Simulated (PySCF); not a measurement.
## How the method moves the gas-phase deprotonation enthalpies of methyl bromide

Structure: `CBr` (CH3Br). Coordinates in Å; atoms count from 1 in this order:
```
C    -0.1768   -0.0042   -0.0097
Br    1.7541    0.0525    0.0201
H    -0.4887   -0.6545   -0.8342
H    -0.5487    1.0151   -0.1603
H    -0.5239   -0.4038    0.9494
```

All levels share the PBE0-D3(BJ)/ma-def2-SVP structures and the PBE0-D3(BJ)/ma-def2-SVP thermal terms; only the single-point energies (PySCF) change. Values are gas-phase deprotonation enthalpies (298 K, kJ/mol).

Measured (NIST Chemistry WebBook): deprotonation enthalpy (ΔH) 1652 kJ/mol.

```
                              level    C1   time
                   LDA/ma-def2-TZVP  1609  5.9 s
           BLYP-D3(BJ)/ma-def2-TZVP  1626  6.6 s
           BP86-D3(BJ)/ma-def2-TZVP  1630  6.6 s
            PBE-D3(BJ)/ma-def2-TZVP  1631  6.6 s
 ωB97M-D3(BJ)/ma-def2-TZVP (grid 3)  1633  6.2 s
            PBE0-D3(BJ)/aug-pcseg-1  1636  2.3 s
       M06-2X/ma-def2-TZVP (grid 3)  1637  5.3 s
            PBE0-D3(BJ)/aug-cc-pVDZ  1638  2.4 s
          B3LYP-D3(BJ)/ma-def2-TZVP  1641  2.8 s
      CAM-B3LYP-D3(BJ)/ma-def2-TZVP  1641  3.7 s
r2SCAN-D3(BJ)/ma-def2-TZVP (grid 3)  1642  9.6 s
          M06/ma-def2-TZVP (grid 3)  1642  5.5 s
  TPSS-D3(BJ)/ma-def2-TZVP (grid 3)  1644   10 s
                 HSE06/ma-def2-TZVP  1646  7.7 s
            PBE0-D3(BJ)/aug-cc-pVTZ  1647  5.3 s
           PBE0-D3(BJ)/ma-def2-TZVP  1648      –
            PBE0-D3(BJ)/ma-def2-SVP  1649  1.7 s
 TPSSh-D3(BJ)/ma-def2-TZVP (grid 3)  1649    6 s
             PBE0-D3(BJ)/def2-TZVPD  1650  3.4 s
            PBE0-D3(BJ)/def2-QZVPPD  1651   12 s
             BHandHLYP/ma-def2-TZVP  1652  2.9 s
              PBE0-D3(BJ)/def2-SVPD  1653  2.1 s
              PBE0-D3(BJ)/def2-QZVP  1655  8.6 s
                 B97-2/ma-def2-TZVP  1655  2.6 s
          ωB97X-D3(BJ)/ma-def2-TZVP  1656  3.5 s
                PBE0-D3(BJ)/pcseg-2  1657  3.1 s
        M06-L/ma-def2-TZVP (grid 3)  1658   10 s
                    HF/ma-def2-TZVP  1659  1.1 s
                  OPBE/ma-def2-TZVP  1660  6.4 s
              PBE0-D3(BJ)/def2-TZVP  1660  2.5 s
             PBE0-D3(BJ)/def2-TZVPP  1661  3.1 s
               LC-ωPBE/ma-def2-TZVP  1666  7.5 s
                PBE0-D3(BJ)/cc-pVTZ  1667  3.1 s
                PBE0-D3(BJ)/pcseg-1  1671  1.4 s
                PBE0-D3(BJ)/cc-pVDZ  1687  1.5 s
               PBE0-D3(BJ)/def2-SVP  1696  1.4 s
                 PBE0-D3(BJ)/6-31G*  1706  1.4 s
                  PBE0-D3(BJ)/6-31G  1721  1.2 s
```

Times are wall times for all single points of a level on 1 thread of Arm Neoverse V1, a shared host; the dash marks the run that also made the structures. BLYP, BP86, HSE06, LC-ωPBE, LDA, M06-L, OPBE, PBE, TPSS, r2SCAN ran on a slower path of this set-up, which computes the density-fitting integrals anew in every SCF cycle while the other levels store them. So the times needn't show the usual order of cost, and those levels read slower than they are.

Hartree-Fock leaves out electron correlation, so its deprotonation energies can be off by tens of kJ/mol.

The spread: 112 kJ/mol, from 1609 to 1721.

Note: atoms from Ga to Kr are treated without relativity.

Bases without diffuse functions serve anions poorly.
